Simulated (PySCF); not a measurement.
Dissociation curve of NaCl, singlet.

Levels: RKS-CAM-B3LYP = restricted CAM-B3LYP/aug-cc-pVDZ (PySCF 2.14.0); RKS-r2SCAN = restricted r2SCAN/aug-cc-pVDZ in PySCF 2.14.0; RKS-TPSSh = restricted TPSSh/aug-cc-pVDZ (PySCF 2.14.0).

Magnitude of the dipole moment (D; its direction can reverse along the curve, and a method can change to another solution) and Mulliken charge of the fragment that holds Na1:

```tsv
R / Å	μ RKS-CAM-B3LYP	q RKS-CAM-B3LYP	μ RKS-r2SCAN	q RKS-r2SCAN	μ RKS-TPSSh	q RKS-TPSSh
1.88	7.15	0.78	7.23	0.77	7.09	0.78
2.02	7.63	0.81	7.70	0.81	7.57	0.82
2.14	8.08	0.82	8.13	0.84	8.01	0.83
2.22	8.39	0.82	8.44	0.84	8.31	0.83
2.30	8.72	0.80	8.76	0.83	8.63	0.82
2.36	8.96	0.79	9.00	0.83	8.87	0.81
2.45	9.34	0.77	9.38	0.81	9.23	0.79
2.50	9.56	0.76	9.59	0.79	9.44	0.77
2.61	10.04	0.73	10.06	0.77	9.90	0.75
2.73	10.57	0.72	10.58	0.75	10.41	0.73
2.93	11.48	0.73	11.47	0.74	11.26	0.72
3.16	12.56	0.75	12.52	0.76	12.25	0.74
3.51	14.24	0.80	14.10	0.79	13.72	0.77
3.89	16.09	0.85	15.75	0.82	15.17	0.79
4.22	17.68	0.87	16.97	0.82	16.25	0.79
4.71	19.94	0.88	18.23	0.80	17.56	0.78
5.16	21.80	0.88	18.98	0.77	18.54	0.75
5.77	23.96	0.87	—	—	19.73	0.72
6.39	25.82	0.85	—	—	20.91	0.69
7.10	27.77	0.82	—	—	22.30	0.67
8.26	30.87	0.78	—	—	24.65	0.63
9.37	33.87	0.76	—	—	26.99	0.61
```

Dashes: no converged value, or the column stops at the first point that the program doubted or that broke a chosen test of continuity, which isn't proof of a fault.

At the longest distance RKS-CAM-B3LYP, RKS-TPSSh leaves fractional charges on the fragments, a sign of delocalisation error or of the restricted form. The restricted form behind RKS-CAM-B3LYP, RKS-r2SCAN, RKS-TPSSh keeps the bonding electrons paired and can't separate into open-shell fragments.
